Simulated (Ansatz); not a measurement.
**C₂H₄B radical (SMILES [CH]=BC): single points off equilibrium**

One table from this session's results is given with a row withheld; the runs are named, their logs left out.

Method: single points in def2-TZVPP; program: Ansatz 0.2.0, Gaussian basis.

Orbitals are unrestricted. B3LYP uses VWN-RPA correlation.

1 further run of the same task is left out (it didn't finish).

## The starting structure

7 atoms, charge 0, spin multiplicity 2.

Atoms are counted from 1 here; the program's logs count them from 0.

Bond lengths: C1–B2 1.390 Å, C1–H4 0.962 Å, B2–C3 1.433 Å, C3–H5 1.369 Å, C3–H6 1.126 Å, C3–H7 1.014 Å. Angles: B2–C1–H4 177.6°, C1–B2–C3 172.8°, B2–C3–H5 97.6°, B2–C3–H6 111.3°, B2–C3–H7 123.1°, H5–C3–H6 96.6°, H5–C3–H7 110.9°, H6–C3–H7 112.9°.

Coordinates:

```xyz
7
charge 0, multiplicity 2
C    -1.4963   -0.9644   -0.2175
B    -0.3244   -0.2313   -0.0692
C     0.8920    0.4556    0.2492
H    -2.3043   -1.4658   -0.3605
H     0.9541    1.2413   -0.8700
H     0.7098    1.2904    0.9829
H     1.7725   -0.0219    0.4052
```

Set-up of the first run:

Contents of run/in.yaml:

```yaml
crystal:
  periodic: [false, false, false]
  atoms:
    - {symbol: C, position_ang: [-1.496300, -0.964400, -0.217500]}
    - {symbol: B, position_ang: [-0.324400, -0.231300, -0.069200]}
    - {symbol: C, position_ang: [0.892000, 0.455600, 0.249200]}
    - {symbol: H, position_ang: [-2.304300, -1.465800, -0.360500]}
    - {symbol: H, position_ang: [0.954100, 1.241300, -0.870000]}
    - {symbol: H, position_ang: [0.709800, 1.290400, 0.982900]}
    - {symbol: H, position_ang: [1.772500, -0.021900, 0.405200]}
basis:
  gaussian: {orbitals: def2-TZVPP}
magnetization: {spin_polarized: true, initial_magnetization: 1}
hamiltonian: {xc: pbe0, dispersion: d4}
output: {forces: true, orbitals: {seedname: orbitals}}
```

No record of the launch command was kept for these runs.

Among the steps run: PBE0-D4/def2-TZVPP; wB97M-V/def2-TZVPP; r2SCAN-D4/def2-TZVPP; PBE-D4/def2-TZVPP; B3LYP-D4/def2-TZVPP; CAM-B3LYP-D4/def2-TZVPP.

One of the session's tables, all rows but one given; the rest of the session is left out.

```
      method  RMS force component (eV/Å)  dipole (D)
     PBE0-D4                           ?           ?
     wB97M-V                       3.003        1.64
   r2SCAN-D4                       2.907        1.66
      PBE-D4                       2.874        1.57
    B3LYP-D4                       2.922        1.59
CAM-B3LYP-D4                       3.033        1.65
```

Q: Estimate the row for PBE0-D4 from the others.

As computed: RMS force component (eV/Å): 2.985; dipole (D): 1.63. In the column «RMS force component (eV/Å)» it lies between B3LYP-D4 (2.922) and wB97M-V (3.003).
